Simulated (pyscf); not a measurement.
H₂P–InH₂ + silane (SiH₄) -> H₃Si–PH–InH₂ + hydrogen (H₂), a four-centre exchange (singlet surface; H–P, H–Si broken, P–Si, H–H formed). Optimised with ωB97X-D3(BJ)/def2-SVP in PySCF. Energies in kJ/mol from the separated reactants.

AM1 to PM7: differences of heats of formation from MOPAC, which are fitted to 298 K values and so differ in kind from electronic energies by zero-point and thermal terms. 

In single points PM7 puts the saddle at 344.4 kJ/mol and the reaction energy at -134.0 kJ/mol. Should these be trusted to within a few kcal/mol? Compare with ωB97M-D3(BJ)/def2-TZVP.

ωB97M-D3(BJ)/def2-TZVP gives ΔE‡ = 264.7 kJ/mol and ΔE = -4.0 kJ/mol. PM7 lies 79.6 kJ/mol over it in the barrier and 130.1 kJ/mol under it in the reaction energy, so on this step it does not hold to within 12.6 kJ/mol. ωB97M-D3(BJ)/def2-TZVP has limits of its own. One saddle was located; it need not be the lowest between these sides. In the def2 sets elements past Kr carry core potentials, without spin-orbit coupling.
